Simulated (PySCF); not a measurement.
input.py for SiN⁻

Input:

```python
from pyscf import gto, scf, solvent

mol = gto.M(
    atom='Si 0 0 0; N 0 0 1.935',
    basis='sbkjc',
    ecp={'Si': 'sbkjc', 'N': 'sbkjc'},
    charge=-1,
    spin=0,
    verbose=4,
)
mf = scf.RHF(mol)
mf = solvent.PCM(mf)
mf.with_solvent.eps = 2.27
mf.kernel()
mf.mulliken_pop()
mf.dip_moment()
print('orbital energies (hartree):', mf.mo_energy[..., max(0, mol.nelec[1]-3):mol.nelec[0]+3].round(4))
```

```bash
$ OMP_NUM_THREADS=1 python input.py
```

It prints (some set-up lines removed):

```
PySCF version 2.14.0

[INPUT] Symbol           X                Y                Z      unit          X                Y                Z       unit  Magmom
[INPUT]  1 Si     0.000000000000   0.000000000000   0.000000000000 AA    0.000000000000   0.000000000000   0.000000000000 Bohr   0.0
[INPUT]  2 N      0.000000000000   0.000000000000   1.935000000000 AA    0.000000000000   0.000000000000   3.656620051033 Bohr   0.0

nuclear repulsion = 5.46953189581395
number of shells = 8
number of NR pGTOs = 32
number of NR cGTOs = 16
basis = sbkjc
ecp = {'Si': 'sbkjc', 'N': 'sbkjc'}

******** <class 'pyscf.solvent._attach_solvent.PCMRHF'> ********
method = PCMRHF
initial guess = minao
damping factor = 0
level_shift factor = 0
DIIS = <class 'pyscf.scf.diis.CDIIS'>
SCF conv_tol = 1e-09
SCF max_cycles = 50
******** <class 'pyscf.solvent.pcm.PCM'> (In testing) ********

WARN: PCM is an experimental feature. It is still in testing.
Features and APIs may be changed in the future.

lebedev_order = 29 (302 grids per sphere)
eps = 2.27
frozen = False
Initial guess from minao.
PCM E_diel = -3.38530925507585e-08
Solvent Energy = -3.38530925507585e-08
init E= -11.8615656623518
  HOMO = -0.0452730803538569  LUMO = 0.0886853595025754  gap/eV = 3.64519
PCM E_diel = -0.0569011258104144
Solvent Energy = -0.0569011258104144
cycle= 1 E= -13.0871814447613  delta_E= -1.23  |g|= 0.764  |ddm|= 2.75
  HOMO = -0.278392480831664  LUMO = 0.0857199542417962  gap/eV = 9.90800
PCM E_diel = -0.128888031179878
Solvent Energy = -0.128888031179878
cycle= 2 E= -12.8490711779299  delta_E= 0.238  |g|= 1.27  |ddm|= 1.56
  HOMO = -0.190339535671641  LUMO = 0.133438578057551  gap/eV = 8.81045
PCM E_diel = -0.06630475548645
Solvent Energy = -0.06630475548645
cycle= 3 E= -13.3089652072141  delta_E= -0.46  |g|= 0.151  |ddm|= 0.871
  HOMO = -0.196495820276688  LUMO = 0.145792597098961  gap/eV = 9.31414
PCM E_diel = -0.0632044546910713
Solvent Energy = -0.0632044546910713
cycle= 4 E= -13.3155942541164  delta_E= -0.00663  |g|= 0.0306  |ddm|= 0.147
  HOMO = -0.190838888703213  LUMO = 0.14932368809833  gap/eV = 9.25630
PCM E_diel = -0.0630552514320514
Solvent Energy = -0.0630552514320514
cycle= 5 E= -13.3159377880018  delta_E= -0.000344  |g|= 0.00262  |ddm|= 0.0526
  HOMO = -0.191141281506551  LUMO = 0.14849088246378  gap/eV = 9.24186
PCM E_diel = -0.0631278578179429
Solvent Energy = -0.0631278578179429
cycle= 6 E= -13.3159447831972  delta_E= -7e-06  |g|= 0.00195  |ddm|= 0.00649
  HOMO = -0.191100589657275  LUMO = 0.148635357753398  gap/eV = 9.24469
PCM E_diel = -0.0631472068975766
Solvent Energy = -0.0631472068975766
cycle= 7 E= -13.3159490669276  delta_E= -4.28e-06  |g|= 0.00065  |ddm|= 0.00699
  HOMO = -0.191064499508873  LUMO = 0.14867767704926  gap/eV = 9.24486
PCM E_diel = -0.0631537399090661
Solvent Energy = -0.0631537399090661
cycle= 8 E= -13.3159496804742  delta_E= -6.14e-07  |g|= 5.29e-05  |ddm|= 0.00374
  HOMO = -0.191068455119087  LUMO = 0.148670292771724  gap/eV = 9.24476
PCM E_diel = -0.0631569186033615
Solvent Energy = -0.0631569186033615
cycle= 9 E= -13.3159496846578  delta_E= -4.18e-09  |g|= 1.06e-05  |ddm|= 0.000315
  HOMO = -0.191067582893101  LUMO = 0.148670567417743  gap/eV = 9.24475
PCM E_diel = -0.063156575589202
Solvent Energy = -0.063156575589202
cycle= 10 E= -13.315949684735  delta_E= -7.72e-11  |g|= 2.24e-06  |ddm|= 4.73e-05
  HOMO = -0.191068245412837  LUMO = 0.148670451670943  gap/eV = 9.24476
PCM E_diel = -0.0631567289041786
Solvent Energy = -0.0631567289041786
Extra cycle  E= -13.3159496847337  delta_E= 1.27e-12  |g|= 2.96e-06  |ddm|= 3.95e-06
converged SCF energy = -13.3159496847337
 ** Mulliken pop  **
pop of  0 Si 3s           1.39364
pop of  0 Si 4s           0.50139
pop of  0 Si 3px          0.38878
pop of  0 Si 3py          0.38878
pop of  0 Si 3pz          0.64668
pop of  0 Si 4px          0.31602
pop of  0 Si 4py          0.31602
pop of  0 Si 4pz          0.07971
pop of  1 N 2s            1.31693
pop of  1 N 3s            0.59123
pop of  1 N 2px           0.71966
pop of  1 N 2py           0.71966
pop of  1 N 2pz           0.98399
pop of  1 N 3px           0.57554
pop of  1 N 3py           0.57554
pop of  1 N 3pz           0.48643
 ** Mulliken atomic charges  **
charge of    0Si =     -0.03101
charge of    1N =     -0.96899

WARN: System has nonzero charge -1; the dipole moment is origin-dependent.
Location of origin: [0. 0. 0.]

Dipole moment(X, Y, Z, Debye):  0.00000,  0.00000, -7.88792
orbital energies (hartree): [-0.2362 -0.1911 -0.1911  0.1487  0.1487  0.2235]
```

In short: E(SCF) = -13.315950 Eh, 10 cycles.

Hardware: Arm Neoverse V1, 1 thread, shared host. Wall time 1.1 s.

The basis has no diffuse functions, which an anion needs. Stability towards an unrestricted solution was not tested. The bond length is a typed value, not an optimised one. The dipole of an ion depends on the origin.
